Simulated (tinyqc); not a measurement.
Born-Oppenheimer dynamics on the unrestricted PBE/sto-3g surface (energies and gradients from PySCF), for H2O, spin multiplicity 3, step by step. Computed by tinyqc, a small Python program that keeps every step (integrals from PySCF). Settings: charge = 0, multiplicity = 3, basis = sto-3g, functional = pbe,pbe, time step (fs) = 0.2, steps = 24. Command: `OMP_NUM_THREADS=1 python tinyqc.py 30166 30167 out.jsonl` (the two numbers bound the seeds that draw the settings). One thread of a shared host (Intel(R) Xeon(R) Processor @ 2.60GHz), about 20 s of CPU time with the checks.

## Velocity Verlet step 1

positions (bohr):
```
            x          y          z
1O   0.015118   0.054802  -0.111494
2H   0.028346   1.598708   1.018562
3H  -0.049133  -1.523119   0.990216
```

velocities (bohr per atomic time unit):
```
               x             y             z
1O   0.000029378   0.000019697  -0.000132395
2H   0.000180378   0.000228697   0.001204605
3H  -0.000646622  -0.000541303   0.000896605
```

gradient (hartree/bohr):
```
              x            y            z
1O  -0.00515538  -0.00420095   0.22497463
2H  -0.00268565  -0.20987601  -0.11414284
3H   0.00784931   0.21407836  -0.11084597
```

masses (electron masses): 1O 29156.946388, 2H 1837.152588, 3H 1837.152588

gradient after step 1 (hartree/bohr):
```
              x            y            z
1O  -0.00533431  -0.00454233   0.21615458
2H  -0.00282250  -0.20126272  -0.10973486
3H   0.00816544   0.20580664  -0.10643427
```

dt = 0.2 fs = 8.2683 atomic units; x' = x + v dt - g dt^2 / (2m); after the new gradient g', v' = v - (g + g') dt / (2m).

positions after step 1 (bohr):
```
            x          y          z
1O   0.015367   0.054970  -0.112852
2H   0.029887   1.604504   1.030646
3H  -0.054625  -1.531578   0.999692
```

velocities after step 1 (bohr per atomic time unit):
```
               x             y             z
1O   0.000030865   0.000020937  -0.000194943
2H   0.000192773   0.001153881   0.001708396
3H  -0.000682660  -0.001486169   0.001385550
```

## Velocity Verlet step 2

gradient after step 2 (hartree/bohr):
```
              x            y            z
1O  -0.00530250  -0.00482457   0.20067642
2H  -0.00288017  -0.18772059  -0.10189840
3H   0.00819141   0.19254685  -0.09879334
```

As before.

positions after step 2 (bohr):
```
            x          y          z
1O   0.015628   0.055148  -0.114718
2H   0.031534   1.617790   1.046813
3H  -0.060422  -1.547695   1.013129
```

velocities after step 2 (bohr per atomic time unit):
```
               x             y             z
1O   0.000032373   0.000022265  -0.000254045
2H   0.000205605   0.002029209   0.002184633
3H  -0.000719468  -0.002382582   0.001847372
```

## Energy conservation

The total energy should stay constant up to terms of order dt^2; the step counts as short enough if it moves by less than 2 % of the largest kinetic energy.

Trajectory:
```
time (fs)  1O-2H (angstrom)  potential (hartree)  kinetic (hartree)  total (hartree)
0.000000           1.012493         -74.91001158         0.00307630     -74.90693528
0.200000           1.019110         -74.91571045         0.00873281     -74.90697764
0.400000           1.030369         -74.92503454         0.01799351     -74.90704103
0.600000           1.045946         -74.93697323         0.02986004     -74.90711320
0.800000           1.065424         -74.95035721         0.04317500     -74.90718221
1.000000           1.088321         -74.96404001         0.05680074     -74.90723926
1.200000           1.114121         -74.97703812         0.06975846     -74.90727966
1.400000           1.142304         -74.98861072         0.08130854     -74.90730218
1.600000           1.172367         -74.99828208         0.09097335     -74.90730873
1.800000           1.203838         -75.00581951         0.09851623     -74.90730328
2.000000           1.236292         -75.01118483         0.10389532     -74.90728952
2.200000           1.269347         -75.01447961         0.10720891     -74.90727070
2.400000           1.302670         -75.01589411         0.10864412     -74.90725000
2.600000           1.335973         -75.01566427         0.10843496     -74.90722931
2.800000           1.369009         -75.01404137         0.10683185     -74.90720952
3.000000           1.401569         -75.01127284         0.10408137     -74.90719147
3.200000           1.433474         -75.00758998         0.10041443     -74.90717556
3.400000           1.464574         -75.00320171         0.09604006     -74.90716165
3.600000           1.494742         -74.99829281         0.09114320     -74.90714961
3.800000           1.523870         -74.99302399         0.08588461     -74.90713938
4.000000           1.551867         -74.98753292         0.08040208     -74.90713084
4.200000           1.578656         -74.98193609         0.07481235     -74.90712374
4.400000           1.604171         -74.97633111         0.06921325     -74.90711786
4.600000           1.628355         -74.97079900         0.06368598     -74.90711302
4.800000           1.651159         -74.96540639         0.05829735     -74.90710904
```

The total energy moves within 3.7e-04 hartree, under 2 % of the largest kinetic energy.
